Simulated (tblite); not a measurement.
1-fluoropentane, C5H11F.
Atom-mapped SMILES: `[CH3:1][CH2:2][CH2:3][CH2:4][CH2:5][F:6]` (hydrogens: H7, H8, H9 on C1; H10, H11 on C2; H12, H13 on C3; H14, H15 on C4; H16, H17 on C5)

Computed with GFN2-xTB (tblite), gas phase: Langevin dynamics at 400 K from the optimised GFN2-xTB geometry, time step 0.5 fs, friction 0.01 fs⁻¹, 2000 steps. The instantaneous temperature is 2·E(kin)/(3Nk) with all 3N coordinates.

| t (fs) | T (K) | E(pot) above start (eV) | C1–C2 (Å) | C2–C3 (Å) | C3–C4 (Å) | C4–C5 (Å) | C5–F6 (Å) | C1–H7 (Å) | C1–C2–C3–C4 (°) |
| --- | --- | --- | --- | --- | --- | --- | --- | --- | --- |
| 0 | 345 | 0.000 | 1.524 | 1.526 | 1.528 | 1.522 | 1.376 | 1.088 | 179 |
| 25 | 228 | 0.535 | 1.510 | 1.536 | 1.471 | 1.502 | 1.409 | 1.132 | 165 |
| 50 | 405 | 0.488 | 1.512 | 1.538 | 1.504 | 1.541 | 1.366 | 1.090 | 143 |
| 75 | 354 | 0.494 | 1.534 | 1.560 | 1.554 | 1.547 | 1.374 | 1.088 | 130 |
| 100 | 291 | 0.632 | 1.571 | 1.545 | 1.560 | 1.478 | 1.403 | 1.133 | 128 |
| 125 | 366 | 0.655 | 1.546 | 1.518 | 1.554 | 1.502 | 1.401 | 1.102 | 132 |
| 150 | 314 | 0.697 | 1.531 | 1.540 | 1.568 | 1.585 | 1.363 | 1.051 | 139 |
| 175 | 290 | 0.802 | 1.504 | 1.471 | 1.503 | 1.551 | 1.386 | 1.095 | 143 |
| 200 | 368 | 0.726 | 1.533 | 1.524 | 1.520 | 1.506 | 1.361 | 1.111 | 153 |
| 225 | 239 | 0.896 | 1.533 | 1.511 | 1.544 | 1.501 | 1.371 | 1.091 | 167 |
| 250 | 290 | 1.066 | 1.561 | 1.496 | 1.590 | 1.489 | 1.404 | 1.086 | 175 |
| 275 | 358 | 0.861 | 1.565 | 1.532 | 1.589 | 1.494 | 1.417 | 1.137 | 179 |
| 300 | 432 | 0.995 | 1.530 | 1.584 | 1.549 | 1.500 | 1.427 | 1.053 | 178 |
| 325 | 498 | 0.938 | 1.494 | 1.470 | 1.521 | 1.550 | 1.389 | 1.061 | 171 |
| 350 | 444 | 0.681 | 1.551 | 1.488 | 1.545 | 1.531 | 1.351 | 1.105 | 163 |
| 375 | 426 | 0.624 | 1.579 | 1.506 | 1.542 | 1.503 | 1.451 | 1.131 | 156 |
| 400 | 383 | 0.772 | 1.566 | 1.511 | 1.560 | 1.462 | 1.442 | 1.063 | 156 |
| 425 | 435 | 0.682 | 1.517 | 1.525 | 1.568 | 1.491 | 1.430 | 1.077 | 161 |
| 450 | 311 | 1.026 | 1.491 | 1.493 | 1.536 | 1.584 | 1.350 | 1.113 | 165 |
| 475 | 468 | 0.885 | 1.550 | 1.544 | 1.477 | 1.557 | 1.292 | 1.142 | 176 |
| 500 | 661 | 0.674 | 1.583 | 1.563 | 1.517 | 1.500 | 1.413 | 1.091 | -173 |
| 525 | 411 | 0.766 | 1.543 | 1.498 | 1.578 | 1.532 | 1.468 | 1.023 | -177 |
| 550 | 412 | 0.705 | 1.577 | 1.537 | 1.569 | 1.545 | 1.372 | 1.091 | 173 |
| 575 | 360 | 0.807 | 1.600 | 1.553 | 1.511 | 1.573 | 1.366 | 1.139 | 157 |
| 600 | 273 | 0.824 | 1.523 | 1.548 | 1.550 | 1.552 | 1.366 | 1.107 | 140 |
| 625 | 385 | 0.751 | 1.521 | 1.548 | 1.590 | 1.523 | 1.350 | 1.042 | 138 |
| 650 | 467 | 0.589 | 1.541 | 1.542 | 1.586 | 1.479 | 1.395 | 1.128 | 149 |
| 675 | 360 | 0.637 | 1.575 | 1.503 | 1.525 | 1.508 | 1.429 | 1.124 | 165 |
| 700 | 354 | 0.731 | 1.567 | 1.542 | 1.531 | 1.586 | 1.404 | 1.038 | -179 |
| 725 | 402 | 0.800 | 1.510 | 1.523 | 1.456 | 1.575 | 1.325 | 1.044 | -170 |
| 750 | 412 | 0.888 | 1.461 | 1.513 | 1.447 | 1.550 | 1.371 | 1.146 | -170 |
| 775 | 379 | 1.111 | 1.539 | 1.609 | 1.588 | 1.492 | 1.456 | 1.109 | -169 |
| 800 | 490 | 0.657 | 1.598 | 1.551 | 1.573 | 1.476 | 1.375 | 1.046 | -170 |
| 825 | 459 | 0.931 | 1.596 | 1.476 | 1.552 | 1.487 | 1.327 | 1.082 | -175 |
| 850 | 456 | 0.885 | 1.563 | 1.498 | 1.577 | 1.603 | 1.378 | 1.165 | -179 |
| 875 | 452 | 0.991 | 1.529 | 1.547 | 1.491 | 1.583 | 1.382 | 1.115 | -176 |
| 900 | 666 | 0.877 | 1.510 | 1.560 | 1.496 | 1.516 | 1.353 | 1.028 | -167 |
| 925 | 571 | 1.376 | 1.488 | 1.516 | 1.589 | 1.569 | 1.352 | 1.090 | -148 |
| 950 | 476 | 1.273 | 1.673 | 1.495 | 1.555 | 1.527 | 1.402 | 1.190 | -140 |
| 975 | 479 | 1.328 | 1.709 | 1.539 | 1.494 | 1.533 | 1.385 | 1.116 | -138 |
| 1000 | 486 | 1.066 | 1.510 | 1.503 | 1.541 | 1.566 | 1.374 | 1.056 | -144 |

Problem. From 500 fs on, how do temperature and potential energy compare with equipartition?

Solution. The mean temperature of these 21 frames is 448 K against the target 400 K, and the mean potential energy 0.89 eV against 45 × kT/2 = 0.78 eV for 45 classical harmonic modes. For 17 atoms in a canonical ensemble the temperature itself scatters by T·√(2/(3N)) = 79 K; here its standard deviation is 93 K. The whole run lasts only 10 friction times of 100 fs, so these averages carry a wide statistical error.

Problem. What are the kinetic and total energies of the listed frame with the highest potential energy?

Solution. The one at 925 fs, 1.376 eV above the start. Its kinetic energy is 3NkT/2 = 1.256 eV at 571 K, so the sum is 2.63 eV; over the listed frames the sum runs from 0.76 to 2.63 eV, since the thermostat adds and removes energy.

Problem. How much do the listed bonds fluctuate from 500 fs on?

Solution. 
```csv
bond,at the start (Å),mean (Å),standard deviation (Å)
C1–C2,1.524,1.558,0.057
C2–C3,1.526,1.532,0.030
C3–C4,1.528,1.539,0.043
C4–C5,1.522,1.537,0.037
C5–F6,1.376,1.383,0.036
C1–H7,1.088,1.094,0.046
```

The motion is classical and holds no zero-point motion.

What follows is the cost of the whole dynamics run. Time: 14 s wall; peak memory 0.19 GiB. Hardware: one thread, Intel Xeon Platinum 8259CL at 2.50 GHz (x86_64), on a shared host.
